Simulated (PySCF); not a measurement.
**Continuum solvent and chemical shifts**

Cartesian coordinates in Å; atom numbers follow the order of the lines, from 1:
```xyz
8

Cl   -0.263    1.147    1.809
C     0.147   -0.200    0.713
C    -0.147    0.200   -0.713
Cl    0.263   -1.147   -1.809
H    -0.450   -1.073    1.009
H     1.211   -0.436    0.846
H    -1.211    0.436   -0.846
H     0.450    1.073   -1.009
```

GIAO PBE0/pcSseg-1 in PySCF 2.14 on one PBE0-D3(BJ)/def2-SVP conformer, non-relativistic, equivalent nuclei averaged. Solvents enter as an IEF-PCM continuum (chloroform with ε = 4.7, tetrahydrofuran with ε = 7.4, acetone with ε = 20.5) around the gas-phase geometry. Shifts are referred to TMS computed in the same medium.

Gas phase, δ in ppm: C2/C3 47.7, H5/H6/H7/H8 3.30. Dipole moment 0.00 D.

(1) How does each δ change in the continuum?

(2) Which nuclei move most (in ppm), and what does the model miss?

Answers

(1) 
| atoms | environment | Δδ, chloroform | Δδ, tetrahydrofuran | Δδ, acetone |
| --- | --- | --- | --- | --- |
| C2/C3 | sp3 CH2 bonded to Cl | +0.9 | +1.1 | +1.3 |
| H5/H6/H7/H8 | hydrogen on an sp3 CH2 bonded to Cl | +0.17 | +0.20 | +0.23 |

Changes are relative to the gas phase.

(2) C2/C3 (sp3 CH2 bonded to Cl, +1.3 ppm) in acetone. A continuum only polarises the solute; specific hydrogen bonds, the anisotropy of aromatic solvents and changes of geometry or conformer are outside it.

Measured shifts for comparison: H5/H6/H7/H8: 3.77 (THF-d8), 3.76 (CD2Cl2), 3.73 (CDCl3), 2.91 (toluene-d8), 2.90 (C6D6); C2/C3: 44.6 (THF-d8), 44.4 (CD2Cl2), 43.5 (CDCl3), 43.4 (toluene-d8), 43.6 (C6D6). Source: Fulmer et al., Organometallics 2010, 29, 2176.
